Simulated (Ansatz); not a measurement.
# CSF+ (triplet): the correlation ladder, cc-pVDZ

Aim: climb from Hartree-Fock through coupled cluster and multireference methods for CSF+ (triplet) at one geometry and basis, and see what each rung misses.

Program: Ansatz 0.2.0, Gaussian basis. Level of theory: cc-pVDZ, core rule «outside noble gas», up to 7 orbitals frozen. These are calculated values, not measurements.

The runs, in order: UHF; CCSD(T) on ROHF; CCSD(T) on UHF; BCCD(T) on ROHF; CISD; CCSDT(Q) on ROHF; CCSDT(Q) on UHF; CASSCF and MRCISD+Q, 14 electrons in 11 orbitals; CASSCF and NEVPT2, 14 electrons in 11 orbitals.

26 further runs of the same task are left out: 11 that didn't finish, 15 set aside as unsound or not needed.

### 1 The system

The geometry is a PBE0/def2-TZVP stationary point (not a proven minimum) of the parent state, kept for this charge and spin.

3 atoms, charge 1, spin multiplicity 3.

Atoms are counted from 1 here; the program's logs count them from 0.

Bond lengths: F1–C2 1.296 Å, C2–S3 1.571 Å. Angles: F1–C2–S3 132.1°.

### 2 UHF

Contents of in.yaml:

```yaml
crystal:
  periodic: [false, false, false]
  atoms:
    - {symbol: F, position_ang: [0.000000, -0.166439, 1.549273]}
    - {symbol: C, position_ang: [0.000000, 0.451313, 0.410307]}
    - {symbol: S, position_ang: [0.000000, -0.070435, -1.071629]}
basis:
  gaussian: {orbitals: cc-pVDZ}
total_charge: 1
magnetization: {spin_polarized: true, initial_magnetization: 2}
hamiltonian: {xc: hf}
output: {orbitals: {seedname: orbitals}}
```

On the command line:

```
> ansatz run in.yaml --threads 1 --pin off --events-out ev --progress --plain --max-ram 2393MiB
```

Further steps of the session: CCSD(T) on ROHF; CCSD(T) on UHF; BCCD(T) on ROHF; CISD; CCSDT(Q) on ROHF; CCSDT(Q) on UHF; CASSCF and MRCISD+Q, 14 electrons in 11 orbitals; CASSCF and NEVPT2, 14 electrons in 11 orbitals.

**Question.** What will the summary of the whole plan be? Wanted: UCCSDT(Q) below the RHF energy; RMP2 from UCCSDT(Q); UMP2 from UCCSDT(Q); RCCSD from UCCSDT(Q); RCCSD(T) from UCCSDT(Q); UCCSD(T) from UCCSDT(Q); RCCSDT(Q) from UCCSDT(Q); NEVPT2 valence from UCCSDT(Q); MRCISD+Q valence from UCCSDT(Q).

**Answer**, as computed:

```
                         quantity                      value
   UCCSDT(Q) below the RHF energy                -11.8613 eV
              RMP2 from UCCSDT(Q)            +27.14 kcal/mol
              UMP2 from UCCSDT(Q)            +27.92 kcal/mol
             RCCSD from UCCSDT(Q)            +11.36 kcal/mol
          RCCSD(T) from UCCSDT(Q)             +2.14 kcal/mol
          UCCSD(T) from UCCSDT(Q)             +2.21 kcal/mol
         RCCSDT(Q) from UCCSDT(Q)             +0.22 kcal/mol
    NEVPT2 valence from UCCSDT(Q)            +30.89 kcal/mol
  MRCISD+Q valence from UCCSDT(Q)             +2.64 kcal/mol
levels within 1 kcal/mol (43 meV)  RCCSDT, UCCSDT, RCCSDT(Q)
                    T1 diagnostic                      0.030
   effectively unpaired electrons                       2.05
```

**Reading.** RCCSD(T) lands +2.14 kcal/mol from the yardstick (0.8 % of the correlation energy). One determinant dominates. Of the multireference levels listed MRCISD+Q valence comes nearest in total energy (+2.64 kcal/mol), which doesn't show that its space is the better one. These misses are within one basis, not against nature; the frozen cores of restricted and unrestricted runs differ, which can shift their rows.
